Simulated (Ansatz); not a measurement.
Geometry optimisation, Ansatz, RKS r2SCAN/6-31G*.

The input (input.yaml):

```yaml
crystal:
  periodic: [false, false, false]
  atoms:
    - { symbol: B, position_ang: [0.015051, -0.441409, -0.380978] }
    - { symbol: F, position_ang: [-0.014678, 0.172411, 2.054123] }
    - { symbol: H, position_ang: [1.065641, 0.080898, -0.568166] }
    - { symbol: H, position_ang: [-1.057051, 0.021249, -0.598812] }
    - { symbol: Cl, position_ang: [0.056517, -2.205052, 0.095598] }
    - { symbol: H, position_ang: [0.071821, -0.742796, 2.209835] }
basis:
  gaussian: { orbitals: "6-31G*" }
hamiltonian:
  xc: r2scan
relax:
  f_tol: 0.03
  max_steps: 50
```

Launched with:

```bash
$ ansatz run input.yaml --threads 1 --pin off --max-ram 2048MiB --backend cpu --events-out ev --progress --plain --runs-dir out
```

Task: Where does it end, and by what steps?

Result: The run converged. After 7 steps the energy has fallen by 0.110 eV; F2 moved furthest, 0.35 Å.

| step | energy less start (eV) | largest force component (eV/Å) | accepted |
| --- | --- | --- | --- |
| 0 | 0.0000 | 0.924 | yes |
| 1 | -0.0717 | 0.570 | yes |
| 2 | -0.0474 | 0.826 | no |
| 3 | -0.1025 | 0.287 | yes |
| 4 | -0.1043 | 0.256 | yes |
| 5 | -0.1100 | 0.064 | yes |
| 6 | -0.1101 | 0.047 | yes |
| 7 | -0.1102 | 0.021 | yes |

```xyz
6
Properties=species:S:1:pos:R:3
B 0.018 -0.416 -0.176
F 0.007 0.126 1.711
H 1.055 0.089 -0.469
H -1.047 0.030 -0.464
Cl 0.070 -2.198 0.124
H 0.033 -0.745 2.085
```

Whether the end is a true minimum wasn't checked by a vibrational analysis.

Time of the run: 18 s on 1 thread of Arm Neoverse V2, on a shared host, peak memory 0.13 GiB.
